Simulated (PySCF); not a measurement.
Species: vinylene carbonate, C3H2O3.
Numbering: `[O:1]=[c:2]1[o:3][cH:4][cH:5][o:6]1` (hydrogens: H7 on C4; H8 on C5)

All values: wB97X-D/def2-SVPD (PySCF, non-relativistic), on one gas-phase PBE0-D3(BJ)/def2-SVP geometry that isn't relaxed in the solvent. The solvent is an IEF-PCM continuum (Bondi radii, 1.10 Å for H, scaled by 1.2), and excitations are vertical TDDFT with non-equilibrium linear response and a frozen core. The model holds no explicit solvent molecules, cavitation or dispersion.

| run | E − E(gas) (kcal/mol) | HOMO (eV) | HOMO–LUMO gap (eV) | dipole (D) | lowest singlet (eV) | static polarisability (au) |
| --- | --- | --- | --- | --- | --- | --- |
| gas | 0.00 | -9.38 | 10.97 | 4.72 | 6.84 | 42.4 |
| P | -7.12 | -9.18 | 11.20 | 5.99 | 6.85 | 54.5 |
| Q | -2.87 | -9.29 | 11.07 | 5.23 | 6.83 | 46.8 |

Question: The runs were made in cyclohexane and methanol. Which run belongs to which solvent?

Answer: P = methanol, Q = cyclohexane. The dielectric constants are 2.017 (cyclohexane), 32.61 (methanol), and the energy falls further as ε rises. The optical constants n² used for the excitations are 2.04, 1.77 in the same order. In this model the ground state sees the solvent through ε alone.

Question: How constant is the ratio of the lowering to (ε − 1)/(2ε + 1)?

Answer: 
```tsv
solvent	(ε − 1)/(2ε + 1)	E − E(gas) (kcal/mol)	ratio (kcal/mol)	polarisation term (kcal/mol)
cyclohexane	0.202	-2.87	-14.2	-3.13
methanol	0.477	-7.12	-14.9	-8.66
```

The ratio changes by +4.8 % in size from cyclohexane to methanol. The polarisation term is half the interaction of the solute with the induced surface charges.

The pairwise dispersion term of wB97X-D wasn't added to the energies; at a given geometry it leaves orbitals and properties as they are.
